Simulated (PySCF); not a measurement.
**Computed spin Hamiltonian**

C5H8N (doublet state).
SMILES with atom numbers: `[CH3:1][N:2]1[CH:3][CH2:4][CH:5]=[CH:6]1` (hydrogens: H7, H8, H9 on C1; H10 on C3; H11, H12 on C4; H13 on C5; H14 on C6)

The calculation used UKS B3LYP, pcH-1 on C H N, non-relativistic, mean-field spin-orbit, GIAO in PySCF. Isolated species at its GFN2-xTB geometry, gas phase. GFN2-xTB frequencies show an imaginary mode (160i cm⁻¹), so this geometry is no minimum at that level. A GFN2-xTB geometry isn't a minimum of the functional, and hyperfine couplings can be far from their values at a DFT geometry. No stability test was run, so a lower SCF solution isn't excluded.

```
g1, g2, g3                      : 2.00214, 2.00274, 2.00336
g_iso                           : 2.00274
Form of g                       : rhombic: the two nearest values differ by 49 % of g3 − g1
⟨S²⟩                            : 0.7596 (exact 0.7500)
α and β electrons               : 23, 22
HOMO–LUMO gap, α and β orbitals : 4.14, 5.21 eV
```

Isotropic coupling and dipolar principal values T1 to T3, in 10⁻⁴ cm⁻¹; ρ(0) is the spin density at the nucleus (1 × 10⁻⁴ cm⁻¹ = 2.998 MHz):

| atom | isotope | a_iso | T1 | T2 | T3 | Mulliken spin population | ρ(0) (bohr⁻³) |
| --- | --- | --- | --- | --- | --- | --- | --- |
| C1 | 13C | -2.3 | -0.4 | -0.2 | 0.6 | -0.01 | -0.0062 |
| N2 | 14N | 1.1 | -3.0 | -2.7 | 5.7 | 0.09 | 0.0100 |
| C3 | 13C | 21.2 | -20.7 | -20.4 | 41.1 | 0.76 | 0.0564 |
| C4 | 13C | -13.8 | -0.3 | -0.1 | 0.4 | -0.10 | -0.0369 |
| C5 | 13C | 6.4 | -5.8 | -4.8 | 10.6 | 0.22 | 0.0170 |
| C6 | 13C | -5.1 | -3.2 | 1.4 | 1.9 | -0.08 | -0.0137 |
| H7 | 1H | 2.7 | -1.0 | -0.9 | 1.9 | 0.01 | 0.0018 |
| H8 | 1H | 1.0 | -0.9 | -0.7 | 1.6 | 0.00 | 0.0007 |
| H9 | 1H | 7.8 | -0.9 | -0.7 | 1.6 | 0.02 | 0.0053 |
| H10 | 1H | -17.3 | -10.2 | 0.4 | 9.8 | -0.03 | -0.0116 |
| H11 | 1H | 57.3 | -1.3 | -0.7 | 2.0 | 0.07 | 0.0384 |
| H12 | 1H | 57.9 | -1.3 | -0.7 | 2.0 | 0.07 | 0.0389 |
| H13 | 1H | -4.9 | -3.0 | -0.4 | 3.3 | -0.01 | -0.0033 |
| H14 | 1H | 0.7 | -1.0 | -0.4 | 1.3 | 0.00 | 0.0005 |

The largest Mulliken spin populations are on C3 (+0.76), C5 (+0.22), C4 (-0.10) and N2 (+0.09). The positive populations add up to 1.24 and the negative ones to -0.24, together 2S = 1. The angles at C3 add up to 360.0°, so it is planar; its axial dipolar tensor and the negative coupling of its proton fit spin in a p orbital normal to that plane.

Axes: g2 points within 14° of the N2–C3 bond and g3 points within 11° of the C5–H13 bond.

Under fast tumbling the dipolar parts average out, and these isotropic splittings remain: 2 × 1H (H11/H12, I = 1/2, 3 lines) with 6.16 mT, 1 × 1H (H10, I = 1/2, 2 lines) with 1.85 mT, 1 × 1H (H13, I = 1/2, 2 lines) with 0.52 mT, 3 × 1H (H7/H8/H9, I = 1/2, 4 lines) with 0.41 mT, 1 × 14N (N2, I = 1, 3 lines) with 0.12 mT and 1 × 1H (H14, I = 1/2, 2 lines) with 0.07 mT.

Nuclei that the bonding pattern makes equivalent are averaged, as if the motion that swaps them (rotation, inversion, ring flip) were fast. The three 1H nuclei of mean +11.5 MHz run from 3.1 to 23.5 MHz in the frozen geometry.

The 13C coupling of C3 (63.4 MHz) shows only in satellite lines or after enrichment, since that isotope makes up about 1.07 % of natural carbon.

Hardware: one thread, Arm Neoverse N1 (aarch64), shared host with 64 logical CPUs at a one-minute load of 44. Cost: 59 s (grids of density and orbitals included), 0.84 GiB resident at most.
